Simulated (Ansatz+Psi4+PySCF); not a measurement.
singlet CS: levels of theory in one basis

```xyz
2

C     0.0000    0.0000   -1.3481
S     0.0000    0.0000    0.5055
```

Basis set: cc-pVTZ on C; cc-pV(T+d)Z on S (spherical functions). Correlated methods keep 6 orbitals frozen. Charge 0, multiplicity 1.

Computed with Ansatz (development build ahead of 0.2.0) and Psi4 1.11; each method stands on the lowest determinant of its kind that the runs found.

```tsv
method	E − E(RHF) (eV)	<S²> of the determinant
RHF	0.00	0.00
RHF-MP2	-8.80	–
RHF-CCSD	-9.16	–
RHF-CCSD(T)	-10.01	–
```

Caution: stretched shape with no unrestricted run beside it, a lower state can exist; unrestricted orbitals would lower the determinant. Caution for RHF-MP2, RHF-CCSD, RHF-CCSD(T): large amplitudes, a single reference is doubtful.
